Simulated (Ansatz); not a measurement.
Geometry optimisation, RKS B3LYP-D4/def2-SVPD in Ansatz.

Input file:

```yaml
crystal:
  periodic: [false, false, false]
  atoms:
    - { symbol: Al, position_ang: [0.0, 0.0, 0.0] }
    - { symbol: H, position_ang: [1.2076, 0.0, 1.2804] }
    - { symbol: H, position_ang: [1.7126, 0.0, 0.4057] }
    - { symbol: C, position_ang: [-1.706, 0.0, -0.985] }
    - { symbol: H, position_ang: [-2.2662, -0.9305, -0.7558] }
    - { symbol: H, position_ang: [-2.3102, 0.8797, -0.6796] }
    - { symbol: H, position_ang: [-1.5043, 0.0508, -2.0753] }
basis:
  gaussian: { orbitals: def2-SVPD }
hamiltonian:
  xc: b3lyp
  dispersion: d4
relax:
  f_tol: 0.15
  max_steps: 25
  restrain:
    - { distance: [1, 2], at: 0.66, k: 30.0 }
    - { distance: [0, 1], at: 2.76, k: 30.0 }
    - { distance: [0, 2], at: 2.76, k: 30.0 }
output:
  orbitals: {}
```

Launched with:

```bash
$ ansatz run input.yaml --threads 2 --pin off --max-ram 3072MiB --backend cpu --events-out ev --progress --plain --runs-dir out
```

**Question.** Where does it end, and by what steps?

**Answer.** The run converged. The restraints hold the end off the free minimum. After 20 steps the energy has fallen by 2.939 eV (the restraints' own energy left out); Al1 moved furthest, 1.69 Å. Joined: H2–H3 (1.01 → 0.72 Å).

```
step  energy less start (eV)  largest force component (eV/Å)  accepted
   0                  0.0000                           2.894       yes
   1                  1.2796                           5.998       yes
   2                 -0.4277                           6.053       yes
   3                 -0.5164                           8.136       yes
   4                 -2.0500                           2.727       yes
   5                 -2.5393                           1.256       yes
   6                 -2.5679                           1.554       yes
   7                 -2.5963                           1.580       yes
   8                 -2.6308                           1.478       yes
   9                 -2.6770                           1.304       yes
  10                 -2.5703                           1.400        no
  11                 -2.7001                           1.266       yes
  12                 -2.7203                           1.411       yes
  13                 -2.7704                           1.376       yes
  14                 -2.8134                           1.443       yes
  15                 -2.8315                           1.372        no
  16                 -2.8356                           1.616       yes
  17                 -2.8639                           1.545       yes
  18                 -2.9056                           1.418       yes
  19                 -2.9312                           1.609       yes
  20                 -2.9388                           1.672       yes
```

```xyz
7
Properties=species:S:1:pos:R:3
Al 0.417 0.124 -1.634
H 0.523 -0.027 1.121
H 1.230 -0.042 0.997
C -1.455 0.003 -0.911
H -1.675 -0.921 -0.344
H -1.752 0.854 -0.269
H -2.155 0.009 -1.768
```

Run time: 26 s on 2 threads of Arm Neoverse V1 (shared host), peak memory 0.13 GiB.
